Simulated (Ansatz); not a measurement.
Relaxation of C$_{5}$H$_{9}$Cl (15 atoms, charge 0, multiplicity 1), to a largest force component of 0.015 eV/Å in at most 40 steps.

Theory: RKS PBE-D4/6-31G (Ansatz 0.2.0).

```xyz
15
Properties=species:S:1:pos:R:3:forces:R:3
C -1.257 -0.748 -0.462 -2.70 2.62 0.02
C -0.013 -0.111 0.015 1.07 0.45 -0.49
C 0.823 -1.076 0.764 1.96 0.39 2.12
C 0.748 0.927 -0.868 -6.99 0.31 -1.12
C 0.055 1.337 0.416 1.79 -0.66 0.39
Cl -1.351 2.392 0.405 -1.56 1.10 -0.09
H -1.087 -1.630 -1.017 0.28 -1.51 -0.66
H -1.808 -0.017 -1.158 0.38 -0.88 0.72
H -1.956 -0.917 0.415 0.49 -0.19 -0.74
H 1.118 -1.933 0.171 0.03 -0.56 -0.50
H 0.315 -1.447 1.682 0.00 0.01 -0.22
H 1.810 -0.609 1.133 -1.05 -0.42 -0.38
H 0.142 1.240 -1.805 1.28 -0.51 1.25
H 1.730 0.924 -0.909 5.11 0.03 -0.36
H 0.710 1.617 1.248 -0.09 -0.18 0.06
```

Q: Where does it end, and by what steps?

A: The forces met the threshold. The force dipped under the threshold on the way, but the program's further checks kept it going. Limits of this set-up: no polarisation functions. After 6 steps the energy has fallen by 0.686 eV; H8 moved furthest, 0.15 Å.

```csv
step,energy less start (eV),largest force component (eV/Å),accepted
0,0.0000,6.989,yes
1,-0.5924,1.806,yes
2,-0.6793,0.295,yes
3,-0.6815,0.229,yes
4,-0.6861,0.033,yes
5,-0.6864,0.010,yes
6,-0.6865,0.014,yes
```

```xyz
15
Properties=species:S:1:pos:R:3
C -1.310 -0.703 -0.475
C 0.007 -0.117 0.010
C 0.867 -1.082 0.816
C 0.712 0.916 -0.890
C 0.085 1.344 0.414
Cl -1.421 2.430 0.395
H -1.121 -1.580 -1.120
H -1.896 0.031 -1.050
H -1.927 -1.033 0.380
H 1.146 -1.956 0.199
H 0.320 -1.451 1.702
H 1.800 -0.605 1.164
H 0.200 1.194 -1.814
H 1.805 0.922 -0.960
H 0.712 1.639 1.257
```

Whether the end is a true minimum wasn't checked by a vibrational analysis.

Run time: 34 s on 1 thread of Arm Neoverse V2, with other jobs on the host, peak memory 0.14 GiB.
